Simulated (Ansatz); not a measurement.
bcc V was calculated with PBEsol in Ansatz (PAW).

Settings: plane-wave cutoff 520 eV, 26×26×26 k mesh, Fermi–Dirac smearing 0.05 eV, no spin polarisation, scalar-relativistic PAW data made under PBE.

Cell (relaxed at this level):

```xyz
1
Lattice="-1.4794 1.4794 1.4794 1.4794 -1.4794 1.4794 1.4794 1.4794 -1.4794" Properties=species:S:1:pos:R:3 pbc="T T T"
V      0.0000     0.0000     0.0000
```

Question: Estimate the bulk modulus and pressure derivative B′ of the bulk modulus that the calculation returns.

Answer: 
* **bulk modulus**: 197 GPa
* **pressure derivative B′ of the bulk modulus**: 3.7

The run finds no gap.

Measured, for comparison: bulk modulus 161 GPa (corrected for temperature and zero-point phonon effects, our sources range from 159 to 166; as tabulated in Levämäki et al. (2014), arXiv:1402.3671). Computed (rounded) less measured: bulk modulus +22 % (+19 % to +24 % over the range).

Static lattice: no zero-point or thermal effects.

Ansatz is a quantum-chemistry and plane-wave program.
